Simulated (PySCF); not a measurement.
How well do the runs reproduce experiment for C2H3N3?

**Experimental background.**

From NIST CCCBDB Release 22 (SRD 101), experimental dipoles, for the gas: dipole moment 2.7 ± 0.1 D.

How close the calculation comes is told at the end.

C2H3N3.
SMILES with atom numbers: `[cH:1]1[n:2][cH:3][nH:4][n:5]1` (hydrogens: H6 on C1; H7 on C3; H8 on N4)

Structure used (PBE0-D3(BJ)/def2-TZVP), in Å, numbered top down from 1:
```
atom  x, y, z in Å
C1     0.9049    0.3335   -0.7858
N2    -0.0001   -0.6331   -1.0744
C3    -0.7473   -0.6604    0.0047
N4    -0.3037    0.2475    0.8855
N5     0.7600    0.8976    0.3943
H6     1.6913    0.6304   -1.4626
H7    -1.5958   -1.3028    0.1857
H8    -0.6549    0.4737    1.8000
```

Runs made with PySCF (gas phase, on this PBE0-D3(BJ)/def2-TZVP geometry; no spin–orbit coupling):

```
                              level                                                                                         job  basis functions  wall time
PBE0-D3(BJ)/def2-TZVP, grid level 2                                geometry optimisation from a GFN2-xTB start shaken at random              173       53 s
                     B97-2/pcSseg-2                                                          shieldings, ring-centre shieldings              222      8.1 s
                       KT3/pcSseg-2                                                          shieldings, ring-centre shieldings              222       14 s
                      PBE0/pcSseg-2                             shieldings, ring-centre shieldings, charges and field gradients              222      9.4 s
                   wB97X-D/pcSseg-2                                                          shieldings, ring-centre shieldings              222       11 s
              CAM-B3LYP/aug-cc-pVTZ                          10 singlets by full TDDFT, 4 Tamm–Dancoff triplets, polarisability              299       18 s
                   PBE0/aug-cc-pVTZ  10 singlets by full TDDFT, 4 Tamm–Dancoff triplets, polarisability, dynamic polarisability              299       18 s
                wB97X-D/aug-cc-pVTZ               10 singlets by full TDDFT, 4 Tamm–Dancoff triplets, polarisability, ΔSCF ions              299       85 s
```

Hardware: AMD EPYC 9R45, one thread, shared host.

**Comparison with experiment**

**Dipole moment.** Measured: 2.7 D (NIST CCCBDB Release 22 (SRD 101), experimental dipoles).

```json
{"level": "PBE0-D3(BJ)/def2-TZVP", "computed (D)": "2.90", "computed − measured (D)": "+0.20", "% (from the printed values)": "+7"}
{"level": "B97-2/pcSseg-2", "computed (D)": "2.89", "computed − measured (D)": "+0.19", "% (from the printed values)": "+7"}
{"level": "KT3/pcSseg-2", "computed (D)": "2.77", "computed − measured (D)": "+0.07", "% (from the printed values)": "+3"}
{"level": "PBE0/pcSseg-2", "computed (D)": "2.91", "computed − measured (D)": "+0.21", "% (from the printed values)": "+8"}
{"level": "wB97X-D/pcSseg-2", "computed (D)": "2.95", "computed − measured (D)": "+0.25", "% (from the printed values)": "+9"}
{"level": "CAM-B3LYP/aug-cc-pVTZ", "computed (D)": "2.89", "computed − measured (D)": "+0.19", "% (from the printed values)": "+7"}
{"level": "PBE0/aug-cc-pVTZ", "computed (D)": "2.85", "computed − measured (D)": "+0.15", "% (from the printed values)": "+6"}
{"level": "wB97X-D/aug-cc-pVTZ", "computed (D)": "2.89", "computed − measured (D)": "+0.19", "% (from the printed values)": "+7"}
```

Closest is KT3/pcSseg-2 (+0.07 D), furthest wB97X-D/pcSseg-2 (+0.25 D); one molecule doesn't rank methods. All 8 levels lie above the measurement. The computed dipoles belong to one fixed geometry; measured ones are averaged over vibrations unless marked μe. Magnitudes are compared, not signs.

The geometry is computed, not the measured one. Where a level misses, the cause wasn't examined.
